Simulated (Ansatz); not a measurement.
# SiBNH6 (built from SMILES NB[SiH3]): functionals against CCSD(T) at one geometry

A test off equilibrium: a displaced guess of a reacting structure is computed at several levels, and each is set against CCSD(T).

Computed with Ansatz 0.2.0, Gaussian basis. Level: single points in def2-TZVPP.

Correlated methods freeze the cores.

### Step 1. Starting geometry

9 atoms, charge 0, spin multiplicity 1.

Atoms are counted from 1 here; the program's logs count them from 0.

Bond lengths: B1–Si2 2.200 Å, B1–N3 1.377 Å, B1–H5 1.248 Å, Si2–H6 1.566 Å, Si2–H7 1.513 Å, Si2–H8 1.534 Å, N3–H4 1.317 Å, N3–H9 0.991 Å. Angles: Si2–B1–N3 90.1°, Si2–B1–H5 144.6°, N3–B1–H5 124.8°, B1–Si2–H6 106.7°, B1–Si2–H7 105.4°, B1–Si2–H8 133.1°, H6–Si2–H7 107.1°, H6–Si2–H8 102.7°, H7–Si2–H8 99.7°, B1–N3–H4 100.4°, B1–N3–H9 132.9°, H4–N3–H9 126.5°.

Geometry (Å):

```csv
atom,x (Å),y (Å),z (Å)
B1,-0.7732,0.9021,0.4427
Si2,0.9699,-0.4362,0.5380
N3,-1.0372,0.4691,-0.8379
H4,-0.0554,-0.3925,-1.0052
H5,-1.5168,1.6521,1.1078
H6,0.4252,-1.8970,0.3921
H7,1.7759,-0.1362,-0.7065
H8,2.1105,-0.6006,1.5504
H9,-1.7763,0.6508,-1.4727
```

### Step 2. CCSD(T)/def2-TZVPP

Contents of run/in.yaml:

```yaml
crystal:
  periodic: [false, false, false]
  atoms:
    - {symbol: B, position_ang: [-0.773200, 0.902100, 0.442700]}
    - {symbol: Si, position_ang: [0.969900, -0.436200, 0.538000]}
    - {symbol: N, position_ang: [-1.037200, 0.469100, -0.837900]}
    - {symbol: H, position_ang: [-0.055400, -0.392500, -1.005200]}
    - {symbol: H, position_ang: [-1.516800, 1.652100, 1.107800]}
    - {symbol: H, position_ang: [0.425200, -1.897000, 0.392100]}
    - {symbol: H, position_ang: [1.775900, -0.136200, -0.706500]}
    - {symbol: H, position_ang: [2.110500, -0.600600, 1.550400]}
    - {symbol: H, position_ang: [-1.776300, 0.650800, -1.472700]}
basis:
  gaussian: {orbitals: def2-TZVPP}
correlation: {method: ccsd_t}
output: {forces: true}
```

No record of the launch command was kept for these runs.

### Step 3. PBE0-D4/def2-TZVPP

run/in.yaml: that of step 2 with these lines changed.

```diff
@@ -14,3 +14,3 @@
   gaussian: {orbitals: def2-TZVPP}
-correlation: {method: ccsd_t}
-output: {forces: true}
+hamiltonian: {xc: pbe0, dispersion: d4}
+output: {forces: true, orbitals: {seedname: orbitals}}
```

### Step 4. wB97M-V/def2-TZVPP

run/in.yaml: that of step 3 with these lines changed.

```diff
@@ -14,3 +14,3 @@
   gaussian: {orbitals: def2-TZVPP}
-hamiltonian: {xc: pbe0, dispersion: d4}
-output: {forces: true, orbitals: {seedname: orbitals}}
+hamiltonian: {xc: {name: wB97M-V}}
+output: {forces: true}
```

### Step 5. r2SCAN-D4/def2-TZVPP

run/in.yaml: that of step 4 with these lines changed.

```diff
@@ -14,3 +14,3 @@
   gaussian: {orbitals: def2-TZVPP}
-hamiltonian: {xc: {name: wB97M-V}}
+hamiltonian: {xc: r2scan, dispersion: d4}
 output: {forces: true}
```

### Step 6. PBE-D4/def2-TZVPP

run/in.yaml: that of step 5 with these lines changed.

```diff
@@ -14,3 +14,3 @@
   gaussian: {orbitals: def2-TZVPP}
-hamiltonian: {xc: r2scan, dispersion: d4}
+hamiltonian: {xc: pbe, dispersion: d4}
 output: {forces: true}
```

### Step 7. BLYP-D4/def2-TZVPP

run/in.yaml: that of step 6 with these lines changed.

```diff
@@ -14,3 +14,3 @@
   gaussian: {orbitals: def2-TZVPP}
-hamiltonian: {xc: pbe, dispersion: d4}
+hamiltonian: {xc: {name: BLYP}, dispersion: d4}
 output: {forces: true}
```

### Step 8. r2SCANh-D4/def2-TZVPP

run/in.yaml: that of step 7 with these lines changed.

```diff
@@ -14,3 +14,3 @@
   gaussian: {orbitals: def2-TZVPP}
-hamiltonian: {xc: {name: BLYP}, dispersion: d4}
+hamiltonian: {xc: {name: r2SCANh}, dispersion: d4}
 output: {forces: true}
```

(Steps that only read results are left out.)

**Question.** What will these runs give? Wanted: energy less free atoms, CCSD(T)/def2-TZVPP; RMS force component; RMS force error; HOMO and LUMO, PBE0-D4; T1 diagnostic.

The runs gave:

```
                                  quantity                                                                                              value
energy less free atoms, CCSD(T)/def2-TZVPP                                                                                     -2622.2 kJ/mol
                       RMS force component                                                               1.465 to 1.666 eV/Å over the methods
                           RMS force error  PBE0-D4 0.169, wB97M-V 0.126, r2SCAN-D4 0.181, PBE-D4 0.259, BLYP-D4 0.215, r2SCANh-D4 0.162 eV/Å
                    HOMO and LUMO, PBE0-D4                                                                                 -7.57 and -0.91 eV
                             T1 diagnostic                                                                                              0.016
```

**Reading.** Against CCSD(T) the functionals' energies less atoms differ by -133.7 to -72.7 kJ/mol, PBE-D4 by -133.7 kJ/mol. CCSD(T) in triple zeta still lacks some correlation energy of the bonds, so part of these gaps is its own basis error and they don't rank the functionals. The forces of wB97M-V come nearest to CCSD(T), those of PBE-D4 are farthest.
